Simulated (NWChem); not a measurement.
# Basis-set convergence for methanol (CH₄O)

```xyz
6

C      0.6112    -0.2343     0.0000
O     -0.6665     0.3635     0.0000
H      0.8129    -0.8644     0.9017
H      1.3620     0.5821     0.0000
H      0.8129    -0.8644    -0.9017
H     -1.3230    -0.3553     0.0000
```
Charge 0, spin multiplicity 1.

The numbers come from NWChem runs, not from measurements. Structure: optimised with PBE/def2-SVP, a minimum by its harmonic frequencies.

Quantity: LUMO energy at the level PBE0.

The Pople sets run with spherical d functions.

```tsv
basis	functions	LUMO energy (eV)
6-31+G*	44	___
cc-pVDZ	48	1.89
pcseg-1	48	1.42
def2-SVP	48	1.80
aug-pcseg-1	82	___
aug-cc-pVDZ	82	-0.13
def2-TZVP	86	1.05
def2-TZVPP	118	1.04
cc-pVQZ	230	0.76
def2-QZVP	234	___
```

Problem. Fill in the missing entries.

Solution. 
- 6-31+G*, LUMO energy (eV): 0.32
- aug-pcseg-1, LUMO energy (eV): -0.17
- def2-QZVP, LUMO energy (eV): 0.58

This LUMO lies above zero in the largest set, so its value hangs on the diffuse functions.
